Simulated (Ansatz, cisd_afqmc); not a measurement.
Species: CH2O, charge 1, doublet. CH2O+ (parent SMILES C=O, doublet).
B3LYP-D3(BJ)/def2-TZVP minimum from Ansatz (a program for electronic structure):
```xyz
4

O      0.0009     0.0100     0.6637
C     -0.0007    -0.0079    -0.5229
H      0.0058     0.9515    -1.1008
H     -0.0087    -0.9841    -1.0717
```
Charge +1, spin multiplicity 2.

Total energies in cc-pVDZ, 11 correlated electrons, 2 frozen orbitals. Open shells are spin-unrestricted; no spin-orbit coupling. Cores are frozen in correlated methods. No relativity. The Monte Carlo rows (phaseless AFQMC, CISD trial, step 0.005/hartree) carry one-sigma bars that omit the constraint's bias. Outlying blocks are dropped, and bars are widened where a walk drifts. Over all cases where full CI ran beside it in this data, AFQMC minus full CI had a median of +0.1 mEh and passed +0.4 mEh in a tenth of the cases. The UHF reference of CH2O+ (parent SMILES C=O, doublet) is spin-contaminated (<S^2> up to 0.04 over the pure value in the sets run).

| method | program | energy (Eh) | minus CCSDTQ (mEh) |
|---|---|---|---|
| HF | Ansatz | -113.53308 | 303.54 |
| MP2 | Ansatz | -113.79459 | 42.03 |
| CCSD | Ansatz | -113.82610 | 10.52 |
| CCSD(T) | Ansatz | -113.83489 | 1.73 |
| CCSDT(Q) | Ansatz | -113.83671 | -0.09 |
| CCSDTQ | Ansatz | -113.83662 | 0.00 |
| AFQMC/CISD | cisd_afqmc | -113.8362 ± 0.0004 | 0.4 ± 0.4 |

Rough core times of Ansatz's runs on a shared machine: CCSD(T) under 20 s, CCSDT(Q) 40 s, CCSDTQ 30 min.
